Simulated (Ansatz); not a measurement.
Species: HO, net charge 0, doublet state. SMILES: [OH]
Geometry: optimised at B3LYP-D3(BJ)/def2-TZVP (Ansatz, a first-principles code).

Wanted: atomisation energy (electronic, to ground-state atoms), in kJ/mol. Valence correlation only, unless marked. UHF or UKS for open shells. Spin-orbit coupling is left out. Non-relativistic. FCI takes restricted orbitals. The coupled-cluster limit lacks core correlation, which all-electron functionals hold. CBS(X,Y): correlation extrapolated as X^-3; Hartree-Fock from the larger set (for Q and 5 zeta extrapolated as (X+1)exp(-9√X)).

```
level                           program  atomisation energy (kJ/mol)
-----------------------  --------------  ---------------------------
HF/CBS(cc-pVQZ,cc-pV5Z)          Ansatz                        285.4
PBE-D4/def2-TZVPD        Ansatz + dftd4                        457.4
```

### Question
What does CCSD(T)/CBS(cc-pVQZ,cc-pV5Z) (Ansatz) give?

### Answer
448.1 kJ/mol
